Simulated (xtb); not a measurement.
xtb input:

```bash
xtb mol.xyz --gfn 2 --ohess tight --chrg -1 --uhf 0
```
mol.xyz:
```
2

O     -0.00412846     0.39073996     0.32289459
H     -0.01844726    -0.39619917    -0.30981062
```

Q: What final total energy does it print?

A: -4.68167 Eh (GFN2-xTB).

Whether it binds its extra electron was not tested at this geometry.
